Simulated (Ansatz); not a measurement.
The first iterations of a band of C₂H₄OS (8 atoms, charge 0, multiplicity 1).

All numbers below come from Ansatz 0.2.0, RKS BLYP/cc-pVDZ.

```yaml
movable_images: 7
climbing_image: yes
spring: 5.0 eV/Å²
optimiser: quadratic models (default)
start_path: IDPP
force_threshold: 0.05 eV/Å
iteration_limit: 60
end_points: relaxed
```

Image 0:

```xyz
8
Properties=species:S:1:pos:R:3
C 0.143 0.973 -0.063
C -0.072 -0.516 -0.202
O -0.070 -1.120 1.015
S -0.290 -1.355 -1.623
H 1.105 1.165 0.458
H -0.656 1.409 0.574
H 0.147 1.468 -1.048
H -0.215 -2.081 0.835
```

Image 8:

```xyz
8
Properties=species:S:1:pos:R:3
C 0.119 0.805 -0.055
C -0.109 -0.658 -0.396
O -0.136 -1.500 0.680
S -0.319 -1.261 -1.922
H 1.078 0.931 0.496
H -0.694 1.179 0.607
H 0.148 1.424 -0.967
H 0.006 -0.976 1.502
```

| iteration | highest image above the first end (eV) | largest band force component (eV/Å) |
| --- | --- | --- |
| 1 | 0.968 | 2.154 |
| 2 | 0.718 | 1.471 |

Does the band converge within its limit, and where does its top end?

The run converged. It ended after 8 iterations with the highest image 0.695 eV above the first end. A vibrational analysis at the climbing image gives one clearly imaginary mode, 647i cm⁻¹: a first-order saddle point.

Run time: 2.1 min on 1 thread of Arm Neoverse V2, with other jobs on the host, peak memory 0.11 GiB.
